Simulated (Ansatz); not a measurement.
Li (bcc, W type): values from a third-order Birch-Murnaghan fit to a volume scan beside measured ones. Computed values: PBE (plane waves to 420 eV, PAW, scalar-relativistic; Ansatz, a program for electronic structure). Li was relaxed with its symmetry unable to fall. The PAW data are Ansatz's earlier set.

| quantity | reference | kind | PBE | difference |
|---|---|---|---|---|
| Lattice constant a (Å) | 3.449 | measured, corrected to the static lattice | 3.435 | -0.4 % |
| Bulk modulus B₀ (GPa) | 13.8 | measured, corrected to the static lattice | 13.9 | +1.0 % |

PBE underestimates the lattice constant a by 0.4 %. For the bulk modulus B₀ it lies within 5.3 % of the reference.

References as given in: Gábor I. Csonka, John P. Perdew, Adrienn Ruzsinszky et al., Physical Review B (2009), arXiv:0903.4037; H. Levämäki, M. P. J. Punkkinen, K. Kokko et al., Physical Review B (2014), arXiv:1402.3671.

(Under strain, the slope of the energy per volume gives the stress and its curvature an elastic modulus.)
